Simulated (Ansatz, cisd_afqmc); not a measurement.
Species: NH₂, charge 0, doublet. NH2 (SMILES [NH2], doublet).
B3LYP-D3(BJ)/def2-TZVP minimum from Ansatz (an electronic-structure program):
```xyz
3

N      0.0046     0.0019     0.1418
H     -0.0276     0.7996    -0.5065
H     -0.0044    -0.8126    -0.4860
```
Charge 0, spin multiplicity 2.

Total energies in cc-pVQZ, 7 correlated electrons, 1 frozen orbitals. UHF or UKS for unpaired electrons; spin-orbit terms are left out. Cores are frozen in correlated methods. No relativity. The Monte Carlo rows (phaseless AFQMC, CISD trial, step 0.005/hartree) carry one-sigma bars that omit the constraint's bias. Outlying blocks are dropped, and bars are widened where a walk drifts. Over all cases where full CI ran beside it in this data, AFQMC minus full CI had a median of +0.1 mEh and passed +0.4 mEh in a tenth of the cases.

```tsv
method	program	energy (Eh)	minus CCSDT(Q) (mEh)
HF	Ansatz	-55.59045	220.95
MP2	Ansatz	-55.78900	22.40
CCSD	Ansatz	-55.80425	7.15
CCSD(T)	Ansatz	-55.81078	0.62
CCSDT(Q)	Ansatz	-55.81140	0.00
AFQMC/CISD	cisd_afqmc	-55.8112 ± 0.0001	0.2 ± 0.1
```

Rough core times of Ansatz's runs on a shared machine: CCSD(T) under 20 s, CCSDT(Q) 7 min.
